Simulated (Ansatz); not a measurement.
**CH⁺, singlet in cc-pVQZ: errors against full CI**

Geometry: a PBE0/def2-TZVP stationary point for this spin.

```yaml
atoms:
  - { symbol: C, position_ang: [0.0000, 0.0000, 0.0000] }
  - { symbol: H, position_ang: [0.0000, 0.0000, 1.1404] }
```

Basis cc-pVQZ; Ansatz 0.2.0. Correlated methods freeze the noble-gas cores, which leaves 4 electrons in 84 orbitals. Prefix R: restricted or restricted open-shell reference; prefix U: unrestricted. Active spaces: valence = (4e, 5o) chosen from the atoms' valence shells.

Full CI is exact within this basis and frozen core; it isn't the basis-set limit. The frozen core follows each run's orbitals, which can shift R against U totals by a few meV.

The UHF ⟨S²⟩ is 0.528. The T1 diagnostic (RCCSD) is 0.0107 and the largest doubles amplitude (RCCSD) is 0.104.

```csv
level,E − E(RHF) (eV)
RMP2,-2.4720
RCCSD,-3.2250
RCCSD(T),-3.2893
```

(1) Estimate how far full CI in cc-pVQZ lies from RCCSD(T). The table doesn't fix it; the size of (T) and the diagnostics are the guide.

(1) Full CI in cc-pVQZ lies 0.52 mEh below RCCSD(T), which is 22 % of the (T) step (-2.36 mEh). RHF is unstable towards spin polarisation, but (T) still catches most of what CCSD lacks.

The other levels:

```tsv
level	E − E(full CI) (mEh)	share of correlation (%)	wall time
BCCD(T)	0.52	99.57	0.9 s
RCCSDT	0.12	99.90	–
RCCSDT(Q)	0.03	99.97	5.5 s
CASSCF (valence space)	52.39	56.85	–
NEVPT2 (valence space)	13.19	89.14	0.93 s
MRCISD (valence space)	1.62	98.67	–
MRCISD+Q (valence space)	0.73	99.40	1.7 s
```

The correlation energy at full CI, counted from RHF, is -3.303 eV. That run took 14 s on 1 thread of INTEL XEON PLATINUM 8581C, shared host over 3,068,596 determinants.

Run but not shown, since their state, orbitals or frozen core can't be matched to the reference's or they repeat it: UHF, UMP2, UCCSD, UCCSD(T), UCCSDT, UCCSDT(Q).

Times hold each run's SCF and search for its determinant on a shared host, so for small cases they say little of a method's own cost; they ran on 1 thread of INTEL XEON PLATINUM 8581C.

The full-CI state has the irrep A1 of C2v, in the program's axes (one component, if the state is degenerate).

Natural occupations of full CI about the gap: 1.957 1.875 0.060 0.060 0.022 0.006 0.006 0.005 0.004 0.001; effectively unpaired electrons, Σ n²(2−n)², 0.09.
